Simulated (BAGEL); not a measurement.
# SF2 (SMILES FSF), step by step

Aim: the energy (HF/6-31G*), then the energy (NEVPT2(2,2)/6-31G*), then a single-point energy (CASPT2(2,2)/6-31G*) of SF2. 

The results are computed with BAGEL 1.2.2.

1 further run of the same task is left out (it didn't finish).

### 1 The structure to begin with

SF2 has 3 atoms, charge 0, and is taken as a singlet. As SMILES, `FSF`. One bond was lengthened or shortened from a relaxed shape.

Bond lengths: F1–S2 1.352 Å, S2–F3 1.590 Å. Angles: F1–S2–F3 98.6°.

### 2 A single-point energy at HF/6-31G(d) (density fitting with svp-jkfit, spherical functions) (run 1)

The input, input.json:

```json
{ "bagel": [

{
  "title": "molecule",
  "basis": "6-31gs.json",
  "df_basis": "svp-jkfit",
  "angstrom": "true",
  "geometry": [
    { "atom": "F", "xyz": [       0.283814,       0.967956,       0.263298 ] },
    { "atom": "S", "xyz": [      -0.601990,       0.126530,      -0.315250 ] },
    { "atom": "F", "xyz": [       0.161840,      -1.242970,      -0.050150 ] }
  ]
},

{ "title": "hf" },

{ "title": "print", "file": "orbitals.molden", "orbitals": "true" }

]}
```

The basis set 6-31G* is read from a file made from the Basis Set Exchange's data (not shown).

On the command line:

```bash
$ BAGEL_NUM_THREADS=1 BAGEL input.json > input.out
```

The program printed:

```text
* using 1 threads per process

  ===============================================================
  ===============================================================

  *** Geometry ***

  { "atom" : "F", "xyz" : [      0.536331,      1.829172,      0.497561 ] },
  { "atom" : "S", "xyz" : [     -1.137596,      0.239107,     -0.595736 ] },
  { "atom" : "F", "xyz" : [      0.305833,     -2.348873,     -0.094770 ] },

  Number of auxiliary basis functions:      282

  Since a DF basis is specified, we compute 2- and 3-index integrals:
    o Being stored without compression. Storage requirement is 0.005 GB

  Number of basis functions:       46
  Number of electrons      :       34

    * METHOD: MOLECULE                             0.07

  *** RHF ***

  === Nuclear Repulsion ===
   123.4515745753

      * DIIS with orbital gradients will be used.

  === RHF iteration (6-31gs.json) ===
      0       -596.11215092          0.02798427           0.01
      1       -596.20009585          0.01735997           0.01
      2       -596.24626162          0.00132502           0.01
      3       -596.24677281          0.00050198           0.01
      4       -596.24683194          0.00014869           0.01
      5       -596.24683901          0.00004734           0.01
      6       -596.24683996          0.00001568           0.01
      7       -596.24684009          0.00000255           0.01
      8       -596.24684009          0.00000125           0.01
      9       -596.24684009          0.00000036           0.01
     10       -596.24684009          0.00000013           0.02
     11       -596.24684009          0.00000005           0.01
     12       -596.24684009          0.00000002           0.01
     13       -596.24684009          0.00000000           0.01
    * SCF iteration converged.

    * Permanent dipole moment:
           (    0.229049,    -0.501209,     0.069392) a.u.

    * METHOD: HF                                   0.22

    * METHOD: PRINT                                0.01

  ===============================================================
```

Run time: 0.42 s. Hardware: 1 thread of Arm Neoverse V1, shared host; peak memory 0.082 GiB.

### 3 A single-point energy at NEVPT2(2,2)/6-31G(d) (density fitting with svp-jkfit, spherical functions) (run 2)

The input, input.json:

```json
{ "bagel" : [

{
  "title" : "molecule",
  "basis" : "6-31gs.json",
  "df_basis" : "svp-jkfit",
  "angstrom" : "true",
  "geometry" : [
    { "atom" : "F", "xyz" : [       0.283814,       0.967956,       0.263298 ] },
    { "atom" : "S", "xyz" : [      -0.601990,       0.126530,      -0.315250 ] },
    { "atom" : "F", "xyz" : [       0.161840,      -1.242970,      -0.050150 ] }
  ]
},

{ "title" : "hf" },

{ "title" : "nevpt2", "nstate" : 1, "nact" : 2, "nclosed" : 16, "active" : [8, 19], "maxiter" : 200, "natocc" : "true", "ncore" : 7 },

{ "title" : "print", "file" : "orbitals.molden", "orbitals" : "true" }

]}
```

The basis set 6-31G* is read from a file made from the Basis Set Exchange's data (not shown).

On the command line:

```bash
$ BAGEL_NUM_THREADS=1 BAGEL input.json > input.out
```

The program printed:

```text
* using 1 threads per process

  ===============================================================
  ===============================================================

  *** Geometry ***

  { "atom" : "F", "xyz" : [      0.536331,      1.829172,      0.497561 ] },
  { "atom" : "S", "xyz" : [     -1.137596,      0.239107,     -0.595736 ] },
  { "atom" : "F", "xyz" : [      0.305833,     -2.348873,     -0.094770 ] },

  Number of auxiliary basis functions:      282

[... 21 lines left out ...]
    * SCF iteration converged.
[... 1 line left out ...]
    * Permanent dipole moment:
[... 28 lines left out ...]
    * Second-order optimization converged. *
[... 9 lines left out ...]
     * ci vector, state   0, <S^2> = 0.0000
       2.     0.9974461061
       .2    -0.0714231429

  === DF-NEVPT2 calculation ===

    * 3-index integral transformation done
    * assembly done

      NEVPT2 correlation energy:   -0.4281193604      0.03

          (+0)     -0.3329503002
          (+0)'    -0.0482278043
          (+1)     -0.0119004599
          (+1)'    -0.0000000000
          (+2)     -0.0009117780
          (-1)     -0.0305236826
          (-1)'     0.0000000000
          (-2)     -0.0036053354

      NEVPT2 total energy:       -596.6901818448

    * METHOD: NEVPT2                               1.12

    * METHOD: PRINT                                0.01

  ===============================================================
```

Wall time 1.6 s (1 thread of Arm Neoverse V1, shared host); peak memory 0.14 GiB.

### 4 The energy at CASPT2(2,2)/6-31G(d) (density fitting with svp-jkfit, spherical functions) (run 3)

The input, input.json:

```json
{ "bagel": [

{
  "title": "molecule",
  "basis": "6-31gs.json",
  "df_basis": "svp-jkfit",
  "angstrom": "true",
  "geometry": [
    { "atom": "F", "xyz": [    0.283814,    0.967956,    0.263298 ] },
    { "atom": "S", "xyz": [   -0.601990,    0.126530,   -0.315250 ] },
    { "atom": "F", "xyz": [    0.161840,   -1.242970,   -0.050150 ] }
  ]
},
{ "title": "hf" },
{ "title": "casscf", "nstate": 1, "nact": 2, "nclosed": 16, "active": [8, 19], "maxiter": 200, "natocc": "true" },
{ "title": "print", "file": "orbitals.molden", "orbitals": "true" },
{ "title": "smith", "method": "caspt2", "ms": "true", "xms": "true", "sssr": "true", "shift": 0.2, "shift_imag": "true", "ncore": 7 }

]}
```

The basis set 6-31G* is read from a file made from the Basis Set Exchange's data (not shown).

On the command line:

```bash
$ BAGEL_NUM_THREADS=1 BAGEL input.json > input.out
```

The program printed:

```text
* using 1 threads per process

  ===============================================================
  ===============================================================

  *** Geometry ***

  { "atom" : "F", "xyz" : [      0.536331,      1.829172,      0.497561 ] },
  { "atom" : "S", "xyz" : [     -1.137596,      0.239107,     -0.595736 ] },
  { "atom" : "F", "xyz" : [      0.305833,     -2.348873,     -0.094770 ] },

  Number of auxiliary basis functions:      282

[... 23 lines left out ...]
    * Permanent dipole moment:
[... 37 lines left out ...]
     * ci vector, state   0, <S^2> = 0.0000
[... 21 lines left out ...]
       #      aibj      arbs      arbi      airj      risj      airs      arst      rist         Etot      error   time
[... 8 lines left out ...]
      ------------------------------------------------------------------------------------------------------------------

    * CASPT2 energy : state  0     -596.6960476941
        w/o shift correction       -596.6947635098
        reference weight              0.8993621976

    * METHOD: SMITH                                0.17

  ===============================================================
```

Run time: 1.7 s. Hardware: 1 thread of Arm Neoverse V1, shared host; peak memory 0.14 GiB.

### 5 Results

| quantity | value |
| --- | --- |
| run 1, HF/6-31G*: total energy | -596.24684 Eh |
| run 1, HF/6-31G*: dipole moment | 1.41 D |
| run 1, HF/6-31G*: HOMO energy | -9.63 eV |
| run 1, HF/6-31G*: LUMO energy | 3.84 eV |
| run 1, HF/6-31G*: HOMO–LUMO gap | 13.47 eV |
| run 2, NEVPT2(2,2)/6-31G*: total energy | -596.69018 Eh |
| run 3, CASPT2(2,2)/6-31G*: total energy | -596.69605 Eh |
